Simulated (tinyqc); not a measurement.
Worked calculation: UHF in the sto-6g basis, for NH, spin multiplicity 3. This run ends on a higher stationary point, not on the lowest solution. One step of it, computed by the program tinyqc.

Task: Iteration 2: building the Fock matrix. J_ij = sum D_kl (ij|kl) with D = D(alpha) + D(beta), K_ij = sum D_kl (ik|jl) for each spin; F = H + J - K(s); E = tr D H + tr D J / 2 - 0.5 sum_s tr D(s) K(s) + E_nn.

D(alpha) after iteration 1:
```
,1N 1s,1N 2s,1N 2px,1N 2py,1N 2pz,2H 1s
1N 1s,1.056828,-0.249363,0.000000,0.000000,-0.007085,0.017040
1N 2s,-0.249363,1.092315,0.000000,0.000000,0.036312,-0.066761
1N 2px,0.000000,0.000000,1.000000,0.000000,0.000000,0.000000
1N 2py,0.000000,0.000000,0.000000,1.000000,0.000000,0.000000
1N 2pz,-0.007085,0.036312,0.000000,0.000000,1.035863,-0.066798
2H 1s,0.017040,-0.066761,0.000000,0.000000,-0.066798,0.008115
```

D(beta) after iteration 1:
```
,1N 1s,1N 2s,1N 2px,1N 2py,1N 2pz,2H 1s
1N 1s,1.004920,-0.011269,0.000000,0.000000,-0.001200,0.002623
1N 2s,-0.011269,0.000126,0.000000,0.000000,0.000013,-0.000029
1N 2px,0.000000,0.000000,1.000000,0.000000,0.000000,0.000000
1N 2py,0.000000,0.000000,0.000000,1.000000,0.000000,0.000000
1N 2pz,-0.001200,0.000013,0.000000,0.000000,0.000001,-0.000003
2H 1s,0.002623,-0.000029,0.000000,0.000000,-0.000003,0.000007
```

core Hamiltonian H = T + V (hartree):
```
,1N 1s,1N 2s,1N 2px,1N 2py,1N 2pz,2H 1s
1N 1s,-24.820251,-5.413709,0.000000,0.000000,-0.009003,-0.612984
1N 2s,-5.413709,-6.574401,0.000000,0.000000,-0.106663,-1.569105
1N 2px,0.000000,0.000000,-5.284727,0.000000,0.000000,0.000000
1N 2py,0.000000,0.000000,0.000000,-5.284727,0.000000,0.000000
1N 2pz,-0.009003,-0.106663,0.000000,0.000000,-5.347658,-1.360732
2H 1s,-0.612984,-1.569105,0.000000,0.000000,-1.360732,-3.135751
```

Two-electron integrals (ij|kl) in chemists' order, unique and non-zero (hartree):
```
i,j,k,l,(ij|kl)
1,1,1,1,4.168742
2,1,1,1,0.583648
2,1,2,1,0.104114
2,2,1,1,0.968487
2,2,2,1,0.214450
2,2,2,2,0.708398
3,1,3,1,0.022075
3,2,3,1,0.033611
3,2,3,2,0.156576
3,3,1,1,0.968488
3,3,2,1,0.214450
3,3,2,2,0.708398
3,3,3,3,0.763241
4,1,4,1,0.022075
4,2,4,1,0.033611
4,2,4,2,0.156576
4,3,4,3,0.041133
4,4,1,1,0.968488
4,4,2,1,0.214450
4,4,2,2,0.708398
4,4,3,3,0.680975
4,4,4,4,0.763241
5,1,5,1,0.022075
5,2,5,1,0.033611
5,2,5,2,0.156576
5,3,5,3,0.041133
5,4,5,4,0.041133
5,5,1,1,0.968488
5,5,2,1,0.214450
5,5,2,2,0.708398
5,5,3,3,0.680975
5,5,4,4,0.680975
5,5,5,5,0.763241
6,1,1,1,0.069489
6,1,2,1,0.011904
6,1,2,2,0.024061
6,1,3,3,0.023997
6,1,4,4,0.023997
6,1,5,1,0.000668
6,1,5,2,0.001322
6,1,5,5,0.024190
6,1,6,1,0.001392
6,2,1,1,0.197603
6,2,2,1,0.044497
6,2,2,2,0.166124
6,2,3,3,0.162592
6,2,4,4,0.162592
6,2,5,1,0.003995
6,2,5,2,0.031263
6,2,5,5,0.173187
6,2,6,1,0.005178
6,2,6,2,0.053791
6,3,3,1,0.004424
6,3,3,2,0.025929
6,3,5,3,0.006033
6,3,6,3,0.006392
6,4,4,1,0.004424
6,4,4,2,0.025929
6,4,5,4,0.006033
6,4,6,4,0.006392
6,5,1,1,0.170353
6,5,2,1,0.038834
6,5,2,2,0.153851
6,5,3,3,0.146885
6,5,4,4,0.146885
6,5,5,1,0.007333
6,5,5,2,0.052040
6,5,5,5,0.167783
6,5,6,1,0.004690
6,5,6,2,0.059657
6,5,6,5,0.071418
6,6,1,1,0.380536
6,6,2,1,0.087197
6,6,2,2,0.372844
6,6,3,3,0.357423
6,6,4,4,0.357423
6,6,5,1,0.008529
6,6,5,2,0.093757
6,6,5,5,0.403686
6,6,6,1,0.010212
6,6,6,2,0.164571
6,6,6,5,0.203208
6,6,6,6,0.774999
```

nuclear repulsion = 2.68228854 hartree

Give: Coulomb J; exchange K(alpha); exchange K(beta); F(alpha); F(beta); total energy of this density.

Result:

Coulomb J (hartree):
```
,1N 1s,1N 2s,1N 2px,1N 2py,1N 2pz,2H 1s
1N 1s,14.1825,2.4533,0.0000,0.0000,0.0007,0.2833
1N 2s,2.4533,6.1875,0.0000,0.0000,0.0005,1.3840
1N 2px,0.0000,0.0000,6.2152,0.0000,0.0000,0.0000
1N 2py,0.0000,0.0000,0.0000,6.2152,0.0000,0.0000
1N 2pz,0.0007,0.0005,0.0000,0.0000,6.1321,1.2484
2H 1s,0.2833,1.3840,0.0000,0.0000,1.2484,2.9585
```

exchange K(alpha) (hartree):
```
,1N 1s,1N 2s,1N 2px,1N 2py,1N 2pz,2H 1s
1N 1s,4.2960,0.6843,0.0000,0.0000,0.0002,0.0861
1N 2s,0.6843,1.2278,0.0000,0.0000,0.0035,0.2533
1N 2px,0.0000,0.0000,1.0205,0.0000,0.0000,0.0000
1N 2py,0.0000,0.0000,0.0000,1.0205,0.0000,0.0000
1N 2pz,0.0002,0.0035,0.0000,0.0000,1.0219,0.1872
2H 1s,0.0861,0.2533,0.0000,0.0000,0.1872,0.1062
```

exchange K(beta) (hartree):
```
,1N 1s,1N 2s,1N 2px,1N 2py,1N 2pz,2H 1s
1N 1s,4.2206,0.6422,0.0000,0.0000,-0.0007,0.0771
1N 2s,0.6422,0.4133,0.0000,0.0000,-0.0002,0.0633
1N 2px,0.0000,0.0000,0.8258,0.0000,0.0000,0.0000
1N 2py,0.0000,0.0000,0.0000,0.8258,0.0000,0.0000
1N 2pz,-0.0007,-0.0002,0.0000,0.0000,0.1037,0.0127
2H 1s,0.0771,0.0633,0.0000,0.0000,0.0127,0.0141
```

F(alpha) (hartree):
```
,1N 1s,1N 2s,1N 2px,1N 2py,1N 2pz,2H 1s
1N 1s,-14.9337,-3.6447,0.0000,0.0000,-0.0085,-0.4158
1N 2s,-3.6447,-1.6147,0.0000,0.0000,-0.1096,-0.4384
1N 2px,0.0000,0.0000,-0.0900,0.0000,0.0000,0.0000
1N 2py,0.0000,0.0000,0.0000,-0.0900,0.0000,0.0000
1N 2pz,-0.0085,-0.1096,0.0000,0.0000,-0.2375,-0.2996
2H 1s,-0.4158,-0.4384,0.0000,0.0000,-0.2996,-0.2834
```

F(beta) (hartree):
```
,1N 1s,1N 2s,1N 2px,1N 2py,1N 2pz,2H 1s
1N 1s,-14.8584,-3.6026,0.0000,0.0000,-0.0076,-0.4068
1N 2s,-3.6026,-0.8002,0.0000,0.0000,-0.1060,-0.2483
1N 2px,0.0000,0.0000,0.1046,0.0000,0.0000,0.0000
1N 2py,0.0000,0.0000,0.0000,0.1046,0.0000,0.0000
1N 2pz,-0.0076,-0.1060,0.0000,0.0000,0.6807,-0.1250
2H 1s,-0.4068,-0.2483,0.0000,0.0000,-0.1250,-0.1913
```

total energy of this density = -53.618173 hartree
